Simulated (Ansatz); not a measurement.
**BH4⁺, triplet: reading a ladder of total energies**

Geometry: that of the BH4, doublet, kept fixed. The singlet lies 2.4 eV lower here.

```xyz
5

B     0.0000    0.0000    0.0000
H     0.4147    0.8125    0.8107
H    -0.4243   -0.8077    0.8105
H    -0.4128    0.8086   -0.8154
H     0.4225   -0.8134   -0.8057
```

Basis 6-31G; Ansatz 0.2.0. Correlated methods freeze the noble-gas cores, which leaves 6 electrons in 16 orbitals. R marks a restricted (for open shells ROHF) determinant, U an unrestricted one.

Full CI is exact within this basis and frozen core; it isn't the basis-set limit. The frozen core follows each run's orbitals, which can shift R against U totals by a few meV.

Runs differ by some tens of microhartree through their thresholds and, for an open shell, their frozen cores, so steps under 0.1 kcal/mol mean nothing.

| level | total energy (hartree) |
| --- | --- |
| UHF | -26.414536 |
| UMP2 | -26.463476 |
| UCCSD | -26.482396 |
| UCCSD(T) | -26.483397 |
| UCCSDT | -26.483819 |
| UCCSDT(Q) | -26.483848 |
| UCCSDTQ | -26.483854 |
| full CI | -26.483839 |

Question: What is the correlation energy at full CI, and what share of it do UMP2 and UCCSD recover?

Answer: E(corr) = -26.483839 − (-26.414536) = -0.069303 hartree = -1.886 eV. UMP2: -0.048940 / -0.069303 = 70.62 %. UCCSD: -0.067860 / -0.069303 = 97.92 %.

Question: By how many kcal/mol does UCCSD(T) miss full CI (1 hartree = 627.509 kcal/mol), and which steps make up the rest?

Answer: -26.483397 − (-26.483839) = 0.000442 hartree = 0.28 kcal/mol. Steps: UCCSDT − UCCSD(T) = -0.26, UCCSDT(Q) − UCCSDT = -0.02, UCCSDTQ − UCCSDT(Q) = 0.00, full CI − UCCSDTQ = 0.01 kcal/mol. That is within 1 kcal/mol of the reference in this basis, which itself misses far more of the correlation at the basis-set limit.
